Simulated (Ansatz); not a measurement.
# N2: vertical and adiabatic energies of changing the electron count

Program: the Python package of Ansatz (0.2.0).

Run as a notebook:

**Cell 1**
```python
import itertools

import ansatz as az
from ase import Atoms
from ase.data import atomic_numbers, covalent_radii
import numpy as np

atoms = Atoms(['N', 'N'], positions=[
    (0.0, 0.0, 0.0),
    (0.0, 0.0, 1.31),
])
mol = az.Crystal.molecule_from_ase(atoms)

calc = mol.calculation().basis(gaussian='cc-pVDZ').functional('pbe0')
symbols = [site.symbol for site in mol.cartesian_sites]
start = np.array([site.position_ang for site in mol.cartesian_sites], dtype=float)
data = calc.relax(force_tolerance=0.01).run(threads=1).report
end = np.array(data['positions_ang'])

minimum = az.Crystal.molecule()
for symbol, place in zip(symbols, end):
    minimum = minimum.atom(symbol, place.tolist())
ion = minimum.calculation()
ion = ion.basis(gaussian='cc-pVDZ').functional('pbe0')
ion = ion.charge(1).spin('collinear', total=1)
vertical = ion.run(threads=1).report
settled = ion.relax(force_tolerance=0.01, max_steps=80).run(threads=1).report
print(f'vertical ionisation energy   {vertical["free_energy_ev"] - data["free_energy_ev"]:.3f} eV')
print(f'adiabatic, no zero point     {settled["free_energy_ev"] - data["free_energy_ev"]:.3f} eV')
print(f'relaxation energy of the ion {vertical["free_energy_ev"] - settled["free_energy_ev"]:.3f} eV')
ionised = np.array(settled['positions_ang'])
# pairs closer than 1.2 times the sum of covalent radii, before or after
radius = [covalent_radii[atomic_numbers[s]] for s in symbols]
span = lambda where, i, j: np.linalg.norm(where[i] - where[j])
bonded = [(i, j) for i, j in itertools.combinations(range(len(symbols)), 2) if min(span(end, i, j), span(ionised, i, j)) < 1.2 * (radius[i] + radius[j])]
print('pair        before    after (A)')
for i, j in bonded:
    print(f'{symbols[i]}{i}-{symbols[j]}{j}'.ljust(10), f'{span(end, i, j):8.4f} {span(ionised, i, j):8.4f}')
```
Output:
```text
vertical ionisation energy   15.600 eV
adiabatic, no zero point     15.592 eV
relaxation energy of the ion 0.009 eV
pair        before    after (A)
N0-N1        1.1016   1.1124
```

What to keep in mind:
- The energies are electronic: no zero-point or thermal terms, and the basis set is short of its limit. The product may relax into another structure. Each relaxation finds its nearest minimum, which needn't be the lowest.
- The spin state was assumed, and another may lie lower.
- Wall time of the script: 3 s on 1 thread of Arm Neoverse V2 (shared host), peak memory 0.16 GiB.
